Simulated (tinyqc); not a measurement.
Worked calculation: CCD on RHF in the sto-3g basis, frozen core, for LiH, spin multiplicity 1. Computed by tinyqc, a small Python program that keeps every step (integrals from PySCF). Settings: charge = 0, multiplicity = 1, basis = sto-3g, method = RHF, frozen orbitals = 1, energy threshold = 1e-10, iteration cap = 52, orthogonalisation = symmetric, start = atomic densities, DIIS depth = 6, amplitude equations = CCD, DIIS depth for amplitudes = 0, cap on updates = 75. Command: `OMP_NUM_THREADS=1 python tinyqc.py 20368 20369 out.jsonl` (the two numbers bound the seeds that draw the settings). One thread of a shared host (Intel(R) Xeon(R) Processor @ 2.60GHz), about 0.1 s of CPU time with the checks. Later iterations appear only in the table of the cycle.

## One-electron integrals

Geometry (angstrom):
```
atom       x       y       z
Li    0.0000  0.0000  0.0000
H     0.0000  0.0000  2.0030
```

Basis sto-3g: exponents (1/bohr^2) and contraction coefficients of normalised primitives:
```
element  l (shell)  exponent  coefficient
Li           s (1)   16.1196       0.1543
Li           s (1)    2.9362       0.5353
Li           s (1)    0.7947       0.4446
Li           s (2)    0.6363      -0.1000
Li           s (2)    0.1479       0.3995
Li           s (2)    0.0481       0.7001
Li           p (3)    0.6363       0.1559
Li           p (3)    0.1479       0.6077
Li           p (3)    0.0481       0.3920
H            s (1)    3.4253       0.1543
H            s (1)    0.6239       0.5353
H            s (1)    0.1689       0.4446
```

Overlap, kinetic and nuclear-attraction integrals over the contracted functions; the nuclear repulsion is the sum of Za Zb / Rab.

nuclear repulsion = 0.792577 hartree

overlap S, lower triangle:
```
         1Li 1s  1Li 2s  1Li 2px  1Li 2py  1Li 2pz   2H 1s
1Li 1s   1.0000
1Li 2s   0.2411  1.0000
1Li 2px  0.0000  0.0000   1.0000
1Li 2py  0.0000  0.0000   0.0000   1.0000
1Li 2pz  0.0000  0.0000   0.0000   0.0000   1.0000
2H 1s    0.0275  0.2980   0.0000   0.0000   0.4210  1.0000
```

kinetic energy T (hartree), lower triangle:
```
          1Li 1s  1Li 2s  1Li 2px  1Li 2py  1Li 2pz   2H 1s
1Li 1s    3.5768
1Li 2s   -0.0202  0.1022
1Li 2px   0.0000  0.0000   0.3197
1Li 2py   0.0000  0.0000   0.0000   0.3197
1Li 2pz   0.0000  0.0000   0.0000   0.0000   0.3197
2H 1s    -0.0091  0.0194   0.0000   0.0000   0.0725  0.7600
```

nuclear attraction V (hartree), lower triangle:
```
          1Li 1s   1Li 2s  1Li 2px  1Li 2py  1Li 2pz    2H 1s
1Li 1s   -8.2471
1Li 2s   -1.0280  -1.4563
1Li 2px   0.0000   0.0000  -1.4211
1Li 2py   0.0000   0.0000   0.0000  -1.4211
1Li 2pz  -0.0103  -0.0988   0.0000   0.0000  -1.4980
2H 1s    -0.1138  -0.4925   0.0000   0.0000  -0.7036  -2.0189
```

core Hamiltonian H = T + V (hartree), lower triangle:
```
          1Li 1s   1Li 2s  1Li 2px  1Li 2py  1Li 2pz    2H 1s
1Li 1s   -4.6703
1Li 2s   -1.0483  -1.3542
1Li 2px   0.0000   0.0000  -1.1014
1Li 2py   0.0000   0.0000   0.0000  -1.1014
1Li 2pz  -0.0103  -0.0988   0.0000   0.0000  -1.1783
2H 1s    -0.1229  -0.4731   0.0000   0.0000  -0.6311  -1.2589
```

## Two-electron integrals

Functions are numbered as in S; the eight-fold symmetry (ij|kl) = (ji|kl) = (kl|ij) leaves the list below.

Two-electron integrals (ij|kl) in chemists' order, unique and non-zero (hartree):
```
(11|11) 1.6804   (21|11) 0.2654   (21|21) 0.0499   (22|11) 0.3977
(22|21) 0.0929   (22|22) 0.2906   (31|31) 0.0090   (32|31) 0.0138
(32|32) 0.0642   (33|11) 0.3966   (33|21) 0.0929   (33|22) 0.2905
(33|33) 0.3129   (41|41) 0.0090   (42|41) 0.0138   (42|42) 0.0642
(43|43) 0.0169   (44|11) 0.3966   (44|21) 0.0929   (44|22) 0.2905
(44|33) 0.2792   (44|44) 0.3129   (51|51) 0.0090   (52|51) 0.0138
(52|52) 0.0642   (53|53) 0.0169   (54|54) 0.0169   (55|11) 0.3966
(55|21) 0.0929   (55|22) 0.2905   (55|33) 0.2792   (55|44) 0.2792
(55|55) 0.3129   (61|11) 0.0290   (61|21) 0.0055   (61|22) 0.0105
(61|33) 0.0104   (61|44) 0.0104   (61|51) 0.0007   (61|52) 0.0013
(61|55) 0.0107   (61|61) 0.0007   (62|11) 0.0965   (62|21) 0.0229
(62|22) 0.0797   (62|33) 0.0752   (62|44) 0.0752   (62|51) 0.0036
(62|52) 0.0248   (62|55) 0.0887   (62|61) 0.0031   (62|62) 0.0408
(63|31) 0.0015   (63|32) 0.0078   (63|53) 0.0035   (63|63) 0.0024
(64|41) 0.0015   (64|42) 0.0078   (64|54) 0.0035   (64|64) 0.0024
(65|11) 0.1285   (65|21) 0.0308   (65|22) 0.1102   (65|33) 0.1026
(65|44) 0.1026   (65|51) 0.0056   (65|52) 0.0382   (65|55) 0.1253
(65|61) 0.0042   (65|62) 0.0609   (65|65) 0.0916   (66|11) 0.2640
(66|21) 0.0636   (66|22) 0.2443   (66|33) 0.2232   (66|44) 0.2232
(66|51) 0.0101   (66|52) 0.0903   (66|55) 0.2864   (66|61) 0.0086
(66|62) 0.1621   (66|65) 0.2493   (66|66) 0.7746
```

## Orthogonalisation

S = U s U^T; symmetric (Loewdin) form X = U s^(-1/2) U^T, so that X^T S X = 1.

eigenvalues of S: 0.4701  0.8032  1.0000  1.0000  1.1812  1.5455

X, lower triangle:
```
          1Li 1s   1Li 2s  1Li 2px  1Li 2py  1Li 2pz   2H 1s
1Li 1s    1.0234
1Li 2s   -0.1302   1.0667
1Li 2px   0.0000   0.0000   1.0000
1Li 2py   0.0000   0.0000   0.0000   1.0000
1Li 2pz  -0.0070   0.0604   0.0000   0.0000   1.0832
2H 1s     0.0179  -0.1847   0.0000   0.0000  -0.2554  1.1255
```

## Starting guess

The start is atomic minimal-basis densities projected into this basis (PySCF's MINAO start) and scaled to the electron count of each spin; this density is not idempotent, so its energy is not variational and may lie below the converged one.

D at the start, lower triangle:
```
          1Li 1s   1Li 2s  1Li 2px  1Li 2py  1Li 2pz   2H 1s
1Li 1s    2.0750
1Li 2s   -0.2238   1.0189
1Li 2px   0.0000   0.0000   0.0000
1Li 2py   0.0000   0.0000   0.0000   0.0000
1Li 2pz   0.0052  -0.0045   0.0000   0.0000   0.0036
2H 1s    -0.0190   0.0964   0.0000   0.0000   0.0559  0.9070
```

## Iteration 1: building the Fock matrix

J_ij = sum D_kl (ij|kl), K_ij = sum D_kl (ik|jl); F = H + J - 0.5 K; E = tr D H + tr D J / 2 - 0.25 tr D K + E_nn.

Coulomb J (hartree), lower triangle:
```
         1Li 1s  1Li 2s  1Li 2px  1Li 2py  1Li 2pz   2H 1s
1Li 1s   4.0460
1Li 2s   0.6887  1.3297
1Li 2px  0.0000  0.0000   1.3065
1Li 2py  0.0000  0.0000   0.0000   1.3065
1Li 2pz  0.0105  0.0905   0.0000   0.0000   1.3690
2H 1s    0.0773  0.4329   0.0000   0.0000   0.6132  1.5300
```

exchange K (hartree), lower triangle:
```
         1Li 1s  1Li 2s  1Li 2px  1Li 2py  1Li 2pz   2H 1s
1Li 1s   3.4196
1Li 2s   0.5495  0.4127
1Li 2px  0.0000  0.0000   0.0819
1Li 2py  0.0000  0.0000   0.0000   0.0819
1Li 2pz  0.0070  0.0737   0.0000   0.0000   0.1833
2H 1s    0.0713  0.2665   0.0000   0.0000   0.2871  0.8028
```

Fock matrix F (hartree), lower triangle:
```
          1Li 1s   1Li 2s  1Li 2px  1Li 2py  1Li 2pz    2H 1s
1Li 1s   -2.3341
1Li 2s   -0.6344  -0.2308
1Li 2px   0.0000   0.0000   0.1641
1Li 2py   0.0000   0.0000   0.0000   0.1641
1Li 2pz  -0.0033  -0.0452   0.0000   0.0000   0.0990
2H 1s    -0.0813  -0.1734   0.0000   0.0000  -0.1614  -0.1303
```

total energy of this density = -7.639284 hartree

This density is the starting one; it is not idempotent, so its energy is not variational and may lie below the converged one.

## Iteration 1: diagonalisation and new density

Diagonalise F' = X^T F X, C = X C', fill 2 alpha and 2 beta electrons from the bottom; D = 2 C_occ C_occ^T. Each column has its largest component positive (the first on a tie).

F' = X^T F X (hartree), lower triangle:
```
         1        2       3       4        5        6
1  -2.2818
2  -0.3516  -0.0677
3   0.0000   0.0000  0.1641
4   0.0000   0.0000  0.0000  0.1641
5  -0.0069   0.0223  0.0000  0.0000   0.1958
6   0.0042  -0.1588  0.0000  0.0000  -0.2052  -0.0056
```

orbital energies (hartree): MO1 -2.3365, MO2 -0.2146, MO3 0.0366, MO4 0.1641, MO5 0.1641, MO6 0.3551

coefficients C:
```
             MO1      MO2      MO3      MO4     MO5      MO6
1Li 1s    0.9914  -0.1543  -0.2216   0.0000  0.0000  -0.0952
1Li 2s    0.0338   0.4745   0.8669   0.0000  0.0000   0.4634
1Li 2px   0.0000   0.0000   0.0000   0.9131  0.4078   0.0000
1Li 2py   0.0000   0.0000   0.0000  -0.4078  0.9131   0.0000
1Li 2pz   0.0024   0.2167  -0.4468   0.0000  0.0000   0.9978
2H 1s    -0.0012   0.6613  -0.3749   0.0000  0.0000  -0.8880
```

D after iteration 1, lower triangle:
```
          1Li 1s  1Li 2s  1Li 2px  1Li 2py  1Li 2pz   2H 1s
1Li 1s    2.0132
1Li 2s   -0.0795  0.4526
1Li 2px   0.0000  0.0000   0.0000
1Li 2py   0.0000  0.0000   0.0000   0.0000
1Li 2pz  -0.0621  0.2058   0.0000   0.0000   0.0939
2H 1s    -0.2065  0.6275   0.0000   0.0000   0.2865  0.8746
```

Within a degenerate level the vectors are fixed only up to a rotation; this is one choice.

## Iteration 8 (converged): orbitals

converged F (hartree), lower triangle:
```
          1Li 1s   1Li 2s  1Li 2px  1Li 2py  1Li 2pz    2H 1s
1Li 1s   -2.3588
1Li 2s   -0.6417  -0.2131
1Li 2px   0.0000   0.0000   0.1621
1Li 2py   0.0000   0.0000   0.0000   0.1621
1Li 2pz   0.0144  -0.0739   0.0000   0.0000   0.0417
2H 1s    -0.0758  -0.2144   0.0000   0.0000  -0.2056  -0.0931
```

As before.

F' = X^T F X (hartree), lower triangle:
```
         1        2       3       4        5       6
1  -2.3053
2  -0.3603  -0.0315
3   0.0000   0.0000  0.1621
4   0.0000   0.0000  0.0000  0.1621
5   0.0129   0.0071  0.0000  0.0000   0.1527
6   0.0136  -0.2171  0.0000  0.0000  -0.2552  0.0781
```

orbital energies (hartree): MO1 -2.3613, MO2 -0.2498, MO3 0.0732, MO4 0.1621, MO5 0.1621, MO6 0.4318

coefficients C:
```
             MO1      MO2      MO3      MO4     MO5      MO6
1Li 1s    0.9914  -0.1513  -0.2142   0.0000  0.0000   0.1143
1Li 2s    0.0334   0.4879   0.7984   0.0000  0.0000  -0.5620
1Li 2px   0.0000   0.0000   0.0000   0.9506  0.3105   0.0000
1Li 2py   0.0000   0.0000   0.0000  -0.3105  0.9506   0.0000
1Li 2pz  -0.0046   0.3314  -0.5987   0.0000  0.0000  -0.8797
2H 1s    -0.0008   0.5815  -0.1828   0.0000  0.0000   0.9974
```

D after iteration 8, lower triangle:
```
          1Li 1s  1Li 2s  1Li 2px  1Li 2py  1Li 2pz   2H 1s
1Li 1s    2.0117
1Li 2s   -0.0814  0.4784
1Li 2px   0.0000  0.0000   0.0000
1Li 2py   0.0000  0.0000   0.0000   0.0000
1Li 2pz  -0.1095  0.3231   0.0000   0.0000   0.2197
2H 1s    -0.1776  0.5675   0.0000   0.0000   0.3855  0.6764
```

Within a degenerate level the vectors are fixed only up to a rotation; this is one choice.

## Convergence

Stop when the energy changes by less than 1e-10 hartree and every element of the error matrix X^T (F D S - S D F) X is below 3e-06.

Course of the cycle:
```
iteration  E (hartree)     change  largest element of the error matrix
1            -7.639284          -                             1.10e-01
2            -7.820132  -1.81e-01                             7.84e-02
3            -7.828953  -8.82e-03                             2.70e-02
4            -7.830396  -1.44e-03                             5.20e-03
5            -7.830581  -1.85e-04                             6.15e-04
6            -7.830583  -2.41e-06                             4.13e-05
7            -7.830583  -1.03e-08                             7.13e-07
8            -7.830583  -3.53e-12                             5.43e-08
```

PySCF RHF in the same basis = -7.830583 hartree

Converged in 8 iterations.

## Populations, bond orders and dipole

Mulliken: Z minus the diagonal of D S on the atom; Loewdin: the same with S^(1/2) D S^(1/2); Mayer order: 2 sum_s sum (D(s) S)_ij (D(s) S)_ji over the two atoms.

Charges (e):
```
atom  Mulliken  Loewdin
1Li     0.0029   0.0017
2H     -0.0029  -0.0017
```

Mayer bond orders:
```
pair   order
2-1   1.0000
```

dipole moment about the origin, x y z (debye): 0.0000  0.0000  -5.0044

## Integrals over molecular orbitals

(pq|rs) = sum C_ip C_jq C_kr C_ls (ij|kl), one index at a time.

one-electron integrals over orbitals h = C^T H C (hartree), lower triangle:
```
         1        2        3        4        5        6
1  -4.6613
2   0.0967  -1.3508
3   0.1628   0.0198  -1.1012
4   0.0000   0.0000   0.0000  -1.1014
5   0.0000   0.0000   0.0000   0.0000  -1.1014
6  -0.0512   0.0259   0.0228   0.0000   0.0000  -1.0041
```

Two-electron integrals over orbitals (pq|rs), unique and non-zero (hartree); the lowest 1 orbital is frozen and left out:
```
(22|22) 0.4601    (32|22) -0.0564   (32|32) 0.0187    (33|22) 0.2148
(33|32) 0.0128    (33|33) 0.3316    (42|42) 0.0216    (43|42) 0.0199
(43|43) 0.0413    (44|22) 0.2511    (44|32) 0.0112    (44|33) 0.2805
(44|44) 0.3129    (52|52) 0.0216    (53|52) 0.0199    (53|53) 0.0413
(54|54) 0.0169    (55|22) 0.2511    (55|32) 0.0112    (55|33) 0.2805
(55|44) 0.2792    (55|55) 0.3129    (62|22) 0.1113    (62|32) -0.0413
(62|33) -0.0184   (62|44) -0.0328   (62|55) -0.0328   (62|62) 0.1291
(63|22) -0.0555   (63|32) 0.0149    (63|33) 0.0364    (63|44) 0.0064
(63|55) 0.0064    (63|62) -0.0371   (63|63) 0.0293    (64|42) -0.0189
(64|43) -0.0125   (64|64) 0.0195    (65|52) -0.0189   (65|53) -0.0125
(65|65) 0.0195    (66|22) 0.4322    (66|32) -0.0479   (66|33) 0.2390
(66|44) 0.2611    (66|55) 0.2611    (66|62) 0.1074    (66|63) -0.0459
(66|66) 0.4298
```

## CCD: starting amplitudes

t_ij^ab = <ij||ab> / (e_i + e_j - e_a - e_b), whose energy is MP2.

Starting amplitudes (spin orbitals 1a, 1b, ...; amplitudes related by a flip of all spins are not repeated):
```
from      to        t
2a 2b  6a 6b  -0.0947
2a 2b  3a 6b   0.0411
2a 2b  3a 3b  -0.0289
2a 2b  5a 5b  -0.0262
2a 2b  4a 4b  -0.0262
```

correlation energy = -0.017282 hartree

## CCD: amplitude update 1

t_ij^ab D_ij^ab are set to the remaining terms of the spin-orbital equations, evaluated with the old amplitudes; for the doubles these are <ij||ab> + 1/2 <ab||ef> t_ij^ef + 1/2 <mn||ij> t_mn^ab + P(ij)P(ab) <mb||ej> t_im^ae + terms in t^2, D the orbital-energy denominators.

Amplitudes after update 1 (spin orbitals 1a, 1b, ...; amplitudes related by a flip of all spins are not repeated):
```
from      to        t
2a 2b  6a 6b  -0.1339
2a 2b  3a 6b   0.0621
2a 2b  3a 3b  -0.0353
2a 2b  5a 5b  -0.0262
2a 2b  4a 4b  -0.0262
```

correlation energy = -0.024194 hartree

## CCD: amplitude update 2

As before.

Amplitudes after update 2 (spin orbitals 1a, 1b, ...; amplitudes related by a flip of all spins are not repeated):
```
from      to        t
2a 2b  6a 6b  -0.1500
2a 2b  3a 6b   0.0717
2a 2b  3a 3b  -0.0402
2a 2b  5a 5b  -0.0241
2a 2b  4a 4b  -0.0241
```

correlation energy = -0.027063 hartree

## CCD: convergence

E_corr = 1/4 sum <ij||ab> t_ij^ab; stop when the norm of the change is below 1e-8.

Course of the amplitude iterations:
```
update  correlation energy (hartree)  norm of the change
0                          -0.017282                   -
1                          -0.024194            9.92e-02
2                          -0.027063            4.36e-02
3                          -0.028267            1.94e-02
4                          -0.028780            8.64e-03
5                          -0.029000            3.89e-03
6                          -0.029095            1.76e-03
7                          -0.029137            8.05e-04
8                          -0.029155            3.70e-04
9                          -0.029163            1.70e-04
10                         -0.029167            7.89e-05
11                         -0.029169            3.66e-05
12                         -0.029169            1.70e-05
13                         -0.029170            7.92e-06
14                         -0.029170            3.69e-06
15                         -0.029170            1.72e-06
16                         -0.029170            8.03e-07
17                         -0.029170            3.75e-07
18                         -0.029170            1.75e-07
19                         -0.029170            8.17e-08
20                         -0.029170            3.81e-08
21                         -0.029170            1.78e-08
22                         -0.029170            8.32e-09
```

Converged amplitudes (spin orbitals 1a, 1b, ...; amplitudes related by a flip of all spins are not repeated):
```
from      to        t
2a 2b  6a 6b  -0.1610
2a 2b  3a 6b   0.0801
2a 2b  3a 3b  -0.0453
2a 2b  5a 5b  -0.0214
2a 2b  4a 4b  -0.0214
```

CCD total energy = -7.859753 hartree

Converged in 22 updates.
